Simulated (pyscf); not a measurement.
Thermochemistry of product channels of `[CH2]=[CH2]` + `[FH]` on the singlet surface, in kcal/mol, from ωB97M-D3(BJ)/def2-TZVP energies (ideal gas, 1 atm, RRHO with modes under 100 cm⁻¹ raised to 100, one conformer, R ln 2 for rigid chiral ones). Structures and frequencies: ωB97X-D3(BJ)/def2-SVP in PySCF.

```tsv
products	ΔE	ΔH(298 K)	ΔG(600 K)	ΔG(1200 K)
`[CH3][F]` + `[CH2]` [singlet]	+98.4	+95.9	+93.2	+90.9
`[CH2]=[CH][F]` + `[H][H]`	+19.4	+15.7	+16.9	+17.0
```

These are energies of the channels, which say nothing of barriers. CH₂ [singlet] is an excited spin state, 8.9 kcal/mol over the triplet at ωB97X-D3(BJ). A restricted singlet here is unstable towards spin polarisation, as is usual where a triplet lies low; its energy is less safe.
